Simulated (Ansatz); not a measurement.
Two structures of C2H6O, singlet, reached by relaxing down either side of one saddle point (PBE0-D4/def2-TZVP). Energies are electronic, without zero-point energy. Program: Ansatz 0.2.0. Basis: def2-TZVPP and def2-QZVPP. Cores are frozen in the correlated methods. Extrapolation: Hartree–Fock as exp(−7.88 √X), correlation as X^−2.97. First:

```xyz
9
angstrom
O -0.6359 -1.3546 -0.1197
C -0.2939 -0.0229 -0.4541
H -1.1949 0.6012 -0.5363
H 0.2224 0.0144 -1.4237
C 0.6066 0.5153 0.6281
H 0.8958 1.5455 0.4088
H 1.5121 -0.0896 0.7077
H 0.0971 0.4962 1.5937
H -1.2092 -1.7054 -0.8045
```

Second:

```xyz
9
angstrom
O -1.4348 -1.5966 0.8178
C 0.2296 0.8072 -0.8965
H -0.7151 1.3204 -1.0410
H 0.6321 0.2774 -1.7533
C 0.8636 0.8312 0.2671
H 0.4638 1.3649 1.1228
H 1.8107 0.3219 0.4099
H -0.8504 -0.9064 0.4841
H -0.9994 -2.4202 0.5891
```

(1) Which bonds change from the first to the second?

(2) Give the saddle point's structure and its height above each. (Judge from chemistry; the value comes from the calculation.)

T1 diagnostic: at most 0.018.

## Answers

(1) C₂H₆O (CCO) → C₂H₄ (C=C) + H₂O; bonds formed: O1–H8; bonds broken: O1–C2, C5–H8.

(2) By the calculation: 3.070 eV above the first and 2.575 eV above the second (CCSD(T) at an estimated basis limit (MP2 extrapolated from triple and quadruple zeta, plus CCSD(T) − MP2 in triple zeta)).
O1  (-1.091, -0.980, 0.238)
C2  (-0.116, 0.292, -0.637)
H3  (-0.958, 0.921, -0.899)
H4  (0.268, -0.304, -1.459)
C5  (0.707, 0.606, 0.469)
H6  (0.506, 1.520, 1.015)
H7  (1.740, 0.278, 0.451)
H8  (-0.181, -0.460, 0.880)
H9  (-0.874, -1.874, -0.057)
(Å)

For scale, one of the runs: CCSD(T)/def2-TZVPP, 177 basis functions, launched by `ansatz run in.yaml --threads 2 --pin off --events-out ev --progress --plain --max-ram 4352MiB`. Hardware: 2 CPU threads of an Intel Xeon Platinum 8223CL, shared host. Wall time 25 s; peak host memory 1.8 GiB.
